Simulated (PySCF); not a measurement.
## BF: from constants to spectrum

RHF-CCSD(T) constants of BF, ¹Σ⁺ (singlet), closed shell (PySCF, no relativity, basis sets B STO-3G, F STO-3G; masses 11.0093 and 18.9984 u):

```
ωe              : 1555.4 cm⁻¹
ωexe            : 9.03 cm⁻¹
Be              : 1.5147 cm⁻¹
αe              : 0.0148 cm⁻¹
D (centrifugal) : 5.75e-06 cm⁻¹
```

Task: Give the band origin of the fundamental and the first lines of its P and R branches.

Result: ν0 = ωe − 2ωexe = 1537.3 cm⁻¹, B0 = 1.5073, B1 = 1.4925 cm⁻¹.

| J″ | P(J″) − ν0 | R(J″) − ν0 |
| --- | --- | --- |
| 0 |  | 2.985 |
| 1 | -3.015 | 5.940 |
| 2 | -6.059 | 8.866 |
| 3 | -9.132 | 11.761 |
| 4 | -12.235 | 14.626 |
| 5 | -15.366 | 17.461 |
| 6 | -18.527 | 20.266 |

Task: Near which J would the R branch turn back, without centrifugal distortion?

Result: At J ≈ (B0 + B1)/(2(B0 − B1)) − 1 ≈ 100.

Correlated steps freeze 2 core orbitals. The CCSD T1 diagnostic is raised, a sign that a single reference may not be enough here. STO-3G is very small, so such numbers show the basis as much as the molecule.
